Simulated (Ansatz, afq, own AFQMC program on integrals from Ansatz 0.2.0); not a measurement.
# NH2O (doublet): AFQMC on the coupled-cluster ladder at distance N1–O2 = 4.487 Å, cc-pVDZ

Aim: compute NH2O (doublet) with auxiliary-field quantum Monte Carlo on the same integrals as coupled cluster, and set the energies side by side.

Computed with Ansatz 0.2.0, Gaussian basis, and an in-house AFQMC program (afq) on its integrals; all values are calculated. Level: cc-pVDZ, frozen cores.

To be run: PBE (unrestricted); r2SCAN (unrestricted); PBE0 (unrestricted); B3LYP (unrestricted); wB97M-V (unrestricted); B2PLYP (unrestricted); CCSD(T) on UHF; Phaseless AFQMC, CISD trial on UHF; Phaseless AFQMC, single-determinant trial on UHF.

## 1. The system

The geometry derives from a PBE0/def2-TZVP stationary point (not a proven minimum). One bond is set to the value named and the two fragments are kept rigid.

4 atoms, charge 0, spin multiplicity 2.

Atoms are counted from 1 here; the program's logs count them from 0.

Bond lengths: N1–H3 1.026 Å, O2–H4 0.964 Å.

Coordinates:

```
N     0.0000   -0.5780    2.3132
O     0.0000    0.5056   -2.0410
H     0.0000    0.3502    2.7502
H     0.0000   -0.3433   -2.4988
```

## 2. PBE (unrestricted)

in.yaml

```yaml
crystal:
  periodic: [false, false, false]
  atoms:
    - {symbol: N, position_ang: [0.000000, -0.578031, 2.313226]}
    - {symbol: O, position_ang: [0.000000, 0.505603, -2.040957]}
    - {symbol: H, position_ang: [0.000000, 0.350204, 2.750214]}
    - {symbol: H, position_ang: [0.000000, -0.343295, -2.498792]}
basis:
  gaussian: {orbitals: cc-pVDZ}
magnetization: {spin_polarized: true, initial_magnetization: 1}
hamiltonian: {xc: {name: PBE}}
output: {orbitals: {seedname: orbitals}}
```

The run is started by

```console
$ ansatz run in.yaml --threads 1 --pin off --events-out ev --progress --plain --max-ram 1382MiB
```

What it wrote:

```text
Functional definition: PBE
  name "PBE"
  cite "Perdew, Burke & Ernzerhof, Phys. Rev. Lett. 77, 3865 (1996) doi:10.1103/PhysRevLett.77.3865"
  parent pbe
  parameter kappa = 0.804
  parameter beta = 0.06672455060314922
  exchange = pbe_x(kappa = kappa, mu = beta*pi^2/3)
  correlation = pbe_c(beta = beta)
449 factors; their error is unknown
mean field evaluation 1: about -3539.7897 eV, gradient 5.0e1 eV
mean field evaluation 2: about -3273.0676 eV, gradient 1.4e2 eV
mean field evaluation 4: about -3542.6782 eV, gradient 3.5e1 eV
mean field evaluation 8: about -3542.6771 eV, gradient 3.5e1 eV
mean field evaluation 16: about -3559.0870 eV, gradient 6.3e-2 eV
mean field evaluation 32: about -3556.8291 eV, gradient 2.4e1 eV
mean field evaluation 64: about -3559.0906 eV, gradient 3.4e-3 eV
mean field evaluation 96: about -3558.4809 eV, gradient 1.8e-1 eV
mean field -3559.09088257 eV, -130.7941774959 hartree, gradient 5.9e-6 eV, S^2 1.755457; 7 other end points of the search recorded, 0 dependent functions left out
reference -3559.09090554 eV, -130.7941783402 hartree; 9, 8 occupied and 29, 30 virtual orbitals, 449 factors
Total energy: -3559.09090554 eV, -130.7941783402 hartree
```

It took 6.5 s on 1 thread of Intel Xeon Platinum 8259CL at 2.50GHz (Skylake/Cascade Lake), shared host.

From the report: ⟨S²⟩ of the determinant 1.755 (pure doublet: 0.75). The determinant is far from a pure spin state, so its energy mixes those of several spin states (harmless only where they are near-degenerate, as at dissociation).

## 3. r2SCAN (unrestricted)

Edit in.yaml of step 2 so:

```diff
@@ -10,3 +10,2 @@
 magnetization: {spin_polarized: true, initial_magnetization: 1}
-hamiltonian: {xc: {name: PBE}}
-output: {orbitals: {seedname: orbitals}}
+hamiltonian: {xc: {name: r2SCAN}}
```

The command is unchanged.

What it wrote, shortened:

```text
Functional definition: r2SCAN
  name "r2SCAN"
  cite "Furness, Kaplan, Ning, Perdew & Sun, J. Phys. Chem. Lett. 11, 8208 (2020) doi:10.1021/acs.jpclett.0c02405"
  cite "Furness, Kaplan, Ning, Perdew & Sun, J. Phys. Chem. Lett. 11, 9248 (2020) doi:10.1021/acs.jpclett.0c03077"
  parent r2scan
[...]
449 factors; their error is unknown
[...]
mean field -3561.70975520 eV, -130.8904192902 hartree, gradient 1.4e-6 eV, S^2 1.759847; 7 other end points of the search recorded, 0 dependent functions left out
reference -3561.70976220 eV, -130.8904195471 hartree; 9, 8 occupied and 29, 30 virtual orbitals, 449 factors
Total energy: -3561.70976220 eV, -130.8904195471 hartree
```

Run time: 17 s. Hardware: 1 thread of Intel Xeon Platinum 8259CL at 2.50GHz (Skylake/Cascade Lake), shared host.

From the report: ⟨S²⟩ of the determinant 1.760 (pure doublet: 0.75). The determinant is far from a pure spin state, so its energy mixes those of several spin states (harmless only where they are near-degenerate, as at dissociation).

## 4. PBE0 (unrestricted)

Edit in.yaml of step 3 so:

```diff
@@ -10,2 +10,3 @@
 magnetization: {spin_polarized: true, initial_magnetization: 1}
-hamiltonian: {xc: {name: r2SCAN}}
+hamiltonian: {xc: {name: PBE0}}
+output: {orbitals: {seedname: orbitals}}
```

Launched as before.

What it wrote, shortened:

```text
Functional definition: PBE0
  name "PBE0"
  cite "Adamo & Barone, J. Chem. Phys. 110, 6158 (1999) doi:10.1063/1.478522"
  cite "Perdew, Burke & Ernzerhof, Phys. Rev. Lett. 77, 3865 (1996) doi:10.1103/PhysRevLett.77.3865"
  parent pbe
[...]
355 factors; integrals over basis functions are off by at most 1.4e-3 eV
[...]
mean field -3559.60241946 eV, -130.8129761299 hartree, gradient 8.4e-7 eV, S^2 1.757154; 7 other end points of the search recorded, 0 dependent functions left out
reference -3559.60243640 eV, -130.8129767524 hartree; 9, 8 occupied and 29, 30 virtual orbitals, 355 factors
Total energy: -3559.60243640 eV, -130.8129767524 hartree
```

Wall time 6.5 s (1 thread of Intel Xeon Platinum 8259CL at 2.50GHz (Skylake/Cascade Lake), shared host).

From the report: ⟨S²⟩ of the determinant 1.757 (pure doublet: 0.75). The determinant is far from a pure spin state, so its energy mixes those of several spin states (harmless only where they are near-degenerate, as at dissociation).

## 5. B3LYP (unrestricted)

Edit in.yaml of step 4 so:

```diff
@@ -10,3 +10,2 @@
 magnetization: {spin_polarized: true, initial_magnetization: 1}
-hamiltonian: {xc: {name: PBE0}}
-output: {orbitals: {seedname: orbitals}}
+hamiltonian: {xc: {name: B3LYP}}
```

Launched as before.

What it wrote, shortened:

```text
Functional definition: B3LYP
  name "B3LYP"
  cite "Stephens, Devlin, Chabalowski & Frisch, J. Phys. Chem. 98, 11623 (1994) doi:10.1021/j100096a001"
  cite "Becke, Phys. Rev. A 38, 3098 (1988) doi:10.1103/PhysRevA.38.3098"
  cite "Lee, Yang & Parr, Phys. Rev. B 37, 785 (1988) doi:10.1103/PhysRevB.37.785"
  cite "Vosko, Wilk & Nusair, Can. J. Phys. 58, 1200 (1980) doi:10.1139/p80-159"
[...]
355 factors; integrals over basis functions are off by at most 1.4e-3 eV
[...]
mean field -3563.46562200 eV, -130.9549462048 hartree, gradient 2.6e-6 eV, S^2 1.756331; 7 other end points of the search recorded, 0 dependent functions left out
reference -3563.46579632 eV, -130.9549526109 hartree; 9, 8 occupied and 29, 30 virtual orbitals, 355 factors
Total energy: -3563.46579632 eV, -130.9549526109 hartree
```

Wall time 7 s (1 thread of Intel Xeon Platinum 8259CL at 2.50GHz (Skylake/Cascade Lake), shared host).

From the report: ⟨S²⟩ of the determinant 1.756 (pure doublet: 0.75). The determinant is far from a pure spin state, so its energy mixes those of several spin states (harmless only where they are near-degenerate, as at dissociation).

## 6. wB97M-V (unrestricted)

Edit in.yaml of step 5 so:

```diff
@@ -10,2 +10,3 @@
 magnetization: {spin_polarized: true, initial_magnetization: 1}
-hamiltonian: {xc: {name: B3LYP}}
+hamiltonian: {xc: {name: wB97M-V}}
+output: {orbitals: {seedname: orbitals}}
```

The command is unchanged.

What it wrote, shortened:

```text
Functional definition: wB97M-V
  name "wB97M-V"
  cite "Mardirossian & Head-Gordon, J. Chem. Phys. 144, 214110 (2016) doi:10.1063/1.4952647"
  cite "Becke, J. Chem. Phys. 107, 8554 (1997) doi:10.1063/1.475007"
  cite "Vydrov & Van Voorhis, J. Chem. Phys. 133, 244103 (2010) doi:10.1063/1.3521275"
  # Of w^i u^j: cxij and so on, Table III.
[...]
  gx(w, u) = 1 - cx + cx01*u + cx10*w
  gss(w, u) = css00 + css04*u^4 + css10*w + css20*w^2 + css43*w^4*u^3
  gos(w, u) = cos00 + cos10*w + (cos20 + cos21*u)*w^2 + (cos60 + cos61*u)*w^6
[...]
      + integral(e_c_pw_mod_opposite_spin*gos(b97_w_opposite, b97_u_opposite)) + vv10(b, c)
355 factors; integrals over basis functions are off by at most 1.4e-3 eV
95 factors; integrals over basis functions are off by at most 6.0e-5 eV
[...]
mean field -3562.09179290 eV, -130.9044589167 hartree, gradient 3.8e-6 eV, S^2 1.756833; 6 other end points of the search recorded, 0 dependent functions left out
reference -3562.09181931 eV, -130.9044598870 hartree; 9, 8 occupied and 29, 30 virtual orbitals, 355 factors
Total energy: -3562.09181931 eV, -130.9044598870 hartree
```

Wall time 18 s (1 thread of Intel Xeon Platinum 8259CL at 2.50GHz (Skylake/Cascade Lake), shared host).

From the report: ⟨S²⟩ of the determinant 1.757 (pure doublet: 0.75). The determinant is far from a pure spin state, so its energy mixes those of several spin states (harmless only where they are near-degenerate, as at dissociation).

## 7. B2PLYP (unrestricted)

Edit in.yaml of step 6 so:

```diff
@@ -10,3 +10,3 @@
 magnetization: {spin_polarized: true, initial_magnetization: 1}
-hamiltonian: {xc: {name: wB97M-V}}
-output: {orbitals: {seedname: orbitals}}
+hamiltonian: {xc: {name: B2PLYP}}
+correlation: {electrons: outside_noble_gas}
```

Same command.

What it wrote, shortened:

```text
Functional definition: B2PLYP
  name "B2PLYP"
  cite "Grimme, J. Chem. Phys. 124, 034108 (2006) doi:10.1063/1.2148954"
  cite "Becke, Phys. Rev. A 38, 3098 (1988) doi:10.1103/PhysRevA.38.3098"
  cite "Lee, Yang & Parr, Phys. Rev. B 37, 785 (1988) doi:10.1103/PhysRevB.37.785"
[...]
355 factors; integrals over basis functions are off by at most 1.4e-3 eV
[...]
mean field -3558.16391862 eV, -130.7601121993 hartree, gradient 1.0e-9 eV, S^2 1.759710; 7 other end points of the search recorded, 0 dependent functions left out
2 core orbitals not correlated: weight in the atoms' cores, before any rotation towards them, 1.000 or more for the frozen orbitals, at most 0.000 for the correlated occupied ones
reference -3558.16402866 eV, -130.7601162430 hartree; 7, 6 occupied and 29, 30 virtual orbitals, 355 factors
second order -8.17591085 eV of doubles, -0.00000000 eV of singles
Total energy: -3560.37152459 eV, -130.8412402221 hartree
```

Run time: 7 s. Hardware: 1 thread of Intel Xeon Platinum 8259CL at 2.50GHz (Skylake/Cascade Lake), shared host.

From the report: ⟨S²⟩ of the determinant 1.760 (pure doublet: 0.75). The determinant is far from a pure spin state, so its energy mixes those of several spin states (harmless only where they are near-degenerate, as at dissociation).

## 8. CCSD(T) on UHF

Edit in.yaml of step 7 so:

```diff
@@ -10,3 +10,2 @@
 magnetization: {spin_polarized: true, initial_magnetization: 1}
-hamiltonian: {xc: {name: B2PLYP}}
-correlation: {electrons: outside_noble_gas}
+correlation: {method: ccsd_t, electrons: outside_noble_gas, hamiltonian_folder: ham}
```

The command is unchanged.

What it wrote, shortened:

```text
Functional definition: HF
  name "HF"
  cite "Fock, Z. Phys. 61, 126 (1930) doi:10.1007/BF01340294"
  parent pbe
[...]
355 factors; integrals over basis functions are off by at most 1.4e-3 eV
[...]
mean field -3547.30296926 eV, -130.3609796722 hartree, gradient 6.2e-7 eV, S^2 1.767961; 16 other end points of the search recorded, 0 dependent functions left out
determinant -3547.30296926 eV, -130.3609796722 hartree, with singles and doubles -3555.09627185 eV, -130.6473782596 hartree
determinant -3547.29838174 eV, -130.3608110836 hartree, with singles and doubles -3555.09198409 eV, -130.6472206874 hartree
determinant -3546.40256191 eV, -130.3278903120 hartree, with singles and doubles -3554.49306723 eV, -130.6252108988 hartree
determinant -3546.40250804 eV, -130.3278883327 hartree, with singles and doubles -3554.49342316 eV, -130.6252239790 hartree
[...]
determinant -3544.33929568 eV, -130.2520666769 hartree, with singles and doubles -3552.84645998 eV, -130.5646991985 hartree
determinant -3544.32731313 eV, -130.2516263261 hartree, with singles and doubles -3552.83631058 eV, -130.5643262150 hartree
determinant -3547.30296926 eV, -130.3609796722 hartree, with singles and doubles -3555.09654132 eV, -130.6473881626 hartree
determinant -3547.29838174 eV, -130.3608110836 hartree, with singles and doubles -3555.09225261 eV, -130.6472305552 hartree
2 core orbitals not correlated: weight in the atoms' cores, before any rotation towards them, 1.000 or more for the frozen orbitals, at most 0.000 for the correlated occupied ones
reference -3547.30296926 eV, -130.3609796722 hartree; 7, 6 occupied and 29, 30 virtual orbitals, 355 factors
second order -6.86518291 eV of doubles, -0.00000000 eV of singles
cycle   1  -7.79358199 eV  change   -9.9e-6 eV  update   2.8e-6
perturbative correction -0.08741041 eV, -0.0032122733 hartree
Total energy: -3555.18396167 eV, -130.6506008010 hartree
```

It took 11 s on 1 thread of Intel Xeon Platinum 8259CL at 2.50GHz (Skylake/Cascade Lake), shared host.

From the report: ⟨S²⟩ of the determinant 1.768 (pure doublet: 0.75); correlation -7.8810 eV; T1 0.007; largest double amplitude 0.05. The determinant is far from a pure spin state, so its energy mixes those of several spin states (harmless only where they are near-degenerate, as at dissociation).

This run also writes the integrals to the folder ham.

## 9. Phaseless AFQMC, CISD trial on UHF

It reads the integrals that the CCSD(T) run on this determinant wrote.

The run is started by

```console
$ afq ham --method phaseless --trial cisd --walkers 60 --populations 1 --least-time 40 --time-step 0.005 --steps-per-block 50 --equilibration-blocks 40 --max-blocks 300 --target-error 0.00086 --factor-cut 1e-05 --start spin_pure --seed 1590 --release-times 0.24,0.51,0.99,1.62,2.4 --release-step 0.03 --release-every 4 --taylor-order 6
```

What it wrote:

```text
orbitals 36  electrons 7 6  factors 231 of 355
reference energy -130.36097967 Eh
CCSD correlation -0.28640905 Eh in 10 cycles, weight of the determinant in the CISD state 0.9181
energy of the start -130.646710 Eh
 block  time / (1/Eh)  mean weight  energy / Eh
     1     0.250  1.0016  -130.643579
     2     0.500  1.0008  -130.645860
     3     0.750  0.9993  -130.651161
     4     1.000  0.9993  -130.650222
     5     1.250  0.9996  -130.657762
     6     1.500  0.9998  -130.651346
     7     1.750  0.9978  -130.651809
     8     2.000  1.0006  -130.651660
     9     2.250  0.9997  -130.651415
    10     2.500  0.9994  -130.650110
    11     2.750  0.9999  -130.652388
    16     4.000  0.9990  -130.655044
    21     5.250  1.0008  -130.647642
    26     6.500  0.9989  -130.648769
    31     7.750  0.9999  -130.650358
    36     9.000  0.9998  -130.649767
    41    10.250  1.0015  -130.652462
    46    11.500  1.0033  -130.649889
    51    12.750  1.0015  -130.652476
    56    14.000  0.9995  -130.652925
    61    15.250  1.0007  -130.648591
    66    16.500  1.0046  -130.651074
    71    17.750  0.9956  -130.650200
    76    19.000  0.9981  -130.647353
    81    20.250  1.0010  -130.651873
    86    21.500  1.0004  -130.646016
    91    22.750  1.0006  -130.649030
    96    24.000  0.9995  -130.650786
   101    25.250  1.0029  -130.657800
   106    26.500  1.0007  -130.651175
   111    27.750  0.9988  -130.650753
   116    29.000  1.0006  -130.650832
   121    30.250  1.0002  -130.653909
   126    31.500  1.0018  -130.652795
   131    32.750  1.0019  -130.653852
   136    34.000  1.0015  -130.653142
   141    35.250  1.0031  -130.651905
   146    36.500  1.0011  -130.650876
   151    37.750  1.0011  -130.649959
   156    39.000  1.0014  -130.654881
   161    40.250  0.9997  -130.647870
   166    41.500  0.9994  -130.650480
   171    42.750  1.0028  -130.648930
   176    44.000  1.0012  -130.653192
   181    45.250  0.9987  -130.648950
   186    46.500  1.0025  -130.649725
   191    47.750  1.0019  -130.654735
   196    49.000  1.0033  -130.652360
blocks merged  error / Eh  count
     1  0.000229  160
     2  0.000266  80
     4  0.000323  40
     8  0.000371  20
    16  0.000349  10
released: time / (1/Eh)  energy / Eh  error  mean overlap
  0.24  -130.651319  0.000373  1.0052
  0.51  -130.651353  0.000509  0.9980
  0.99  -130.651870  0.000430  0.9845
  1.62  -130.651983  0.000431  0.9714
  2.40  -130.652325  0.000737  0.9846
energy -130.651313 +/- 0.000371 Eh
```

Wall time 8.9 min (1 thread of Intel Xeon Platinum 8259CL at 2.50GHz (Skylake/Cascade Lake), shared host).

Energy -3555.2033 ± 0.0101 eV. Caveats: constraint bias not in the error.

## 10. Phaseless AFQMC, single-determinant trial on UHF

It reads the integrals that the CCSD(T) run on this determinant wrote.

The run is started by

```console
$ afq ham --method phaseless --trial hf --walkers 120 --populations 1 --least-time 40 --time-step 0.005 --steps-per-block 20 --equilibration-blocks 160 --max-blocks 600 --target-error 0.00258 --factor-cut 1e-05 --start spin_pure --seed 1946 --taylor-order 6
```

What it wrote:

```text
orbitals 36  electrons 7 6  factors 231 of 355
reference energy -130.36097967 Eh
CCSD correlation -0.28640905 Eh in 10 cycles, weight of the determinant in the CISD state 0.9181
energy of the start -130.361490 Eh
 block  time / (1/Eh)  mean weight  energy / Eh
     1     0.100  1.0014  -130.454876
     2     0.200  1.0010  -130.505532
     3     0.300  1.0037  -130.556014
     4     0.400  1.0043  -130.591410
     5     0.500  1.0032  -130.598798
     6     0.600  1.0000  -130.631893
     7     0.700  1.0007  -130.623782
     8     0.800  1.0008  -130.624465
     9     0.900  1.0006  -130.631415
    10     1.000  1.0009  -130.630519
    17     1.700  0.9989  -130.636453
    33     3.300  0.9990  -130.692971
    49     4.900  1.0018  -130.644509
    65     6.500  1.0005  -130.633067
    81     8.100  0.9994  -130.665863
    97     9.700  1.0000  -130.649068
   113    11.300  1.0019  -130.629084
   129    12.900  0.9982  -130.670928
   145    14.500  1.0003  -130.622666
   161    16.100  1.0006  -130.647365
   177    17.700  0.9977  -130.650821
   193    19.300  0.9998  -130.668114
   209    20.900  1.0002  -130.712280
   225    22.500  1.0008  -130.630676
   241    24.100  0.9967  -130.680781
   257    25.700  1.0008  -130.605422
   273    27.300  1.0019  -130.629531
   289    28.900  0.9972  -130.677720
   305    30.500  0.9998  -130.618184
   321    32.100  0.9989  -130.644729
   337    33.700  1.0017  -130.650294
   353    35.300  1.0006  -130.672459
   369    36.900  0.9966  -130.639205
   385    38.500  0.9986  -130.656744
   401    40.100  1.0003  -130.655819
   417    41.700  0.9989  -130.640923
   433    43.300  0.9988  -130.663753
   449    44.900  0.9964  -130.642521
   465    46.500  1.0021  -130.666238
   481    48.100  0.9979  -130.640841
   497    49.700  1.0003  -130.662042
   513    51.300  0.9976  -130.664749
   529    52.900  0.9988  -130.697767
   545    54.500  0.9981  -130.657906
   561    56.100  0.9996  -130.654781
   577    57.700  1.0019  -130.620000
   593    59.300  1.0000  -130.625960
   609    60.900  1.0043  -130.660358
   625    62.500  1.0000  -130.651780
   641    64.100  1.0020  -130.647485
   657    65.700  1.0001  -130.650996
blocks merged  error / Eh  count
     1  0.001041  500
     2  0.001365  250
     4  0.001754  125
     8  0.002110  62
    16  0.002476  31
    32  0.003175  15
energy -130.652727 +/- 0.002476 Eh
```

It took 5.5 min on 1 thread of Intel Xeon Platinum 8259CL at 2.50GHz (Skylake/Cascade Lake), shared host.

Energy -3555.2418 ± 0.0674 eV. Caveats: constraint bias not in the error. The error still grows with block length (0.0574 to 0.0864 eV), so the bar may be too small.

## 11. All levels side by side

On the UHF determinant, counted from CCSD(T) (a yardstick, not exact):

| level | energy (eV) | from CCSD(T) (meV) | statistical error (meV) | time |
| --- | --- | --- | --- | --- |
| HF | -3547.3030 | +7881.0 |  |  |
| MP2 | -3554.1682 | +1015.8 |  |  |
| CCSD | -3555.0966 | +87.4 |  |  |
| CCSD(T) | -3555.1840 | 0.0 |  |  |
| Phaseless AFQMC, CISD trial, step 0.005, 60 walkers | -3555.2033 | -19.4 | 10.1 | 8.9 min |
| Phaseless AFQMC, single-determinant trial, step 0.005, 120 walkers | -3555.2418 | -57.9 | 67.4 | 5.5 min |

The functionals' totals stand on their own zeros and serve differences with other points: PBE -3559.091 eV; r2SCAN -3561.710 eV; PBE0 -3559.602 eV; B3LYP -3563.466 eV; wB97M-V -3562.092 eV; B2PLYP -3560.372 eV.

## 12. What came out

```
                                                     quantity             value
              Phaseless AFQMC, CISD trial on UHF from CCSD(T)  -19.4 ± 10.1 meV
Phaseless AFQMC, single-determinant trial on UHF from CCSD(T)  -57.9 ± 67.4 meV
```

On UHF the phaseless walk with the CISD trial lies -19.4 meV from CCSD(T), within three error bars. Error bars are statistical and leave out the constraint, the time step and what remains of the start.
